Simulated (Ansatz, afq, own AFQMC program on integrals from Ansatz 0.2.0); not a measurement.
# SiH₄, singlet: AFQMC among the cluster methods

```yaml
atoms:
  - { symbol: Si, position_ang: [-0.0338, 0.0338, 0.0336] }
  - { symbol: H, position_ang: [0.8221, 0.8926, 0.8904] }
  - { symbol: H, position_ang: [-0.8933, -0.8206, 0.8910] }
  - { symbol: H, position_ang: [-0.8885, 0.8893, -0.8276] }
  - { symbol: H, position_ang: [1.9004, -1.9035, -1.8886] }
```

Basis 6-31G. Noble-gas cores (and the filled d shells of Ga–Kr and In–Xe) are frozen. AFQMC by an in-house program on the Cholesky factors that Ansatz 0.2.0 writes for its CCSD(T) run. ph-AFQMC/CISD is guided by a CISD state made of CCSD amplitudes; releasing the constraint for a short imaginary time cuts its bias at the price of noise, slowly where states lie close. ± is one standard error of the sampling.

Determinant: RHF, the one that the program's search chose, which needn't be the lowest solution. The geometry is a point of a scan.

Full CI on the same integrals is exact in this basis and with this determinant's frozen core.

Cautions: restricted determinant unstable towards unrestricted (UHF 2.42 eV lower, ⟨S²⟩ 0.96); strong correlation (T1 0.051, weight of the determinant 0.68, largest double 0.62); the CCSD(T) amplitudes may be one of several solutions (largest double 0.62); the CCSDT(Q) amplitudes may be one of several solutions (largest double 0.64); the CCSDTQ amplitudes may be one of several solutions (largest double 0.65); the released energies are still falling, so no released level is given (meV from the phaseless value at times in 1/Eh: -3 ± 4 at 0.24, -5 ± 4 at 0.51, -11 ± 4 at 0.99, -12 ± 4 at 1.62, -16 ± 3 at 2.40).

* T1 diagnostic: 0.0514
* weight of the determinant in the CISD state: 0.678
* size of the correlated space: 8 electrons in 16 orbitals

Reference: full CI, correlation energy -4.460 eV. The cautions show a poor starting determinant, so the rows tell how each method copes with it here, and full CI is the sure value.

```
        level  E − E(reference) (kJ/mol)  share of correlation (%)
           HF                      430.3                      0.00
          MP2                      181.8                     57.75
         CCSD                       15.1                     96.49
      CCSD(T)                       -0.8                    100.19
        CCSDT                        0.3                     99.92
     CCSDT(Q)                        0.0                    100.01
       CCSDTQ                        0.0                    100.00
  ph-AFQMC/HF                 81.8 ± 4.2                     80.99
ph-AFQMC/CISD                  4.0 ± 0.4                     99.08
```

CCSDT and higher add their correlation energy to the determinant of the CCSD(T) run, since their own runs factorise the integrals more tightly (a shift of under 2 meV). A walk keeps the symmetry of its determinant, which the program's search chose and which needn't be the lowest solution, so a lower state of the same spin and another symmetry isn't excluded.
